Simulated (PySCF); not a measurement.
MgP: energy against distance

Set-up: Mg aug-cc-pVDZ, P aug-cc-pV(D+d)Z; no relativity (PySCF 2.14). Energies in eV from Mg + P in their ground configurations at the same level. State: ⁴Σ⁻ (quartet), unpaired electrons σ ↑, π ↑↑.

All columns are PBE0. A positive dipole means Mg(−)P(+).

```
R (Å)  E (eV)  μ (D)  Mulliken charge on Mg (basis-dependent)  HOMO (eV)  LUMO (eV)  Mayer bond order  ⟨S²⟩
2.200  -0.364  -1.29                                     0.24      -4.85      -3.21              0.97  3.76
2.302  -0.631  -1.50                                     0.25      -4.92      -3.07              0.91  3.76
2.405  -0.773  -1.69                                     0.27      -4.99      -2.94              0.85  3.76
2.481  -0.821  -1.83                                     0.28      -5.05      -2.86              0.82  3.76
2.558  -0.833  -1.95                                     0.28      -5.10      -2.78              0.79  3.76
2.635  -0.818  -2.05                                     0.28      -5.14      -2.72              0.76  3.76
2.737  -0.769  -2.15                                     0.28      -5.21      -2.64              0.72  3.77
2.865  -0.682  -2.20                                     0.26      -5.28      -2.61              0.66  3.77
3.018  -0.564  -2.17                                     0.22      -5.36      -2.68              0.58  3.78
3.223  -0.414  -1.99                                     0.17      -5.45      -2.75              0.47  3.78
```

A fit through these points gives, at Re = 2.549 Å, μ = -1.93 D and dμ/dR = -1.47 D/Å; the reduced mass is 13.52 u.

**Question.** How strong is the fundamental in the double-harmonic approximation, I = 42.26·(dμ/dR)²/μred km/mol?

**Answer.** I = 42.26·(-1.47)²/13.52 = 6.75 km/mol at PBE0.

The state is the lowest determinant that a PBE0 search found; another state may lie lower at other levels.
